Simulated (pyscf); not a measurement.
H₂B–F + CH₄ → H₃C–BH–F + H₂ (four-centre exchange; singlet surface; B–H, C–H broken, B–C, H–H formed). Optimised with ωB97X-D3(BJ)/def2-SVP in PySCF. Rate constants from transition-state theory, ωB97M-D3(BJ)/def2-TZVP energies (ideal gas, 1 atm, RRHO with modes under 100 cm⁻¹ raised to 100, one conformer, R ln 2 for chiral ones without a mode under 150 cm⁻¹; no tunnelling), k in cm³ molecule⁻¹ s⁻¹.

| T (K) | 1000/T | log10 k |
|---|---|---|
| 298 | 3.354 | -38.63 |
| 600 | 1.667 | -25.36 |
| 900 | 1.111 | -20.80 |
| 1200 | 0.833 | ? |

Question: Fit an Arrhenius line to the three values, give the activation energy, and predict k at 1200 K.

Answer: Least squares gives log10 k = -12.06 − 7.93 × 1000/T, so Ea = 7.93 × ln 10 × 1.987 = 36.3 kcal/mol, against an electronic barrier of 34.7. At 1200 K the line gives -18.67; the computed value is -18.40 (ΔG‡ = 71.4 kcal/mol), a factor 1.9 over the line, since the plot is curved. At the saddle there is also a short B–H contact that neither side keeps. One saddle was located; it need not be the lowest between these sides.
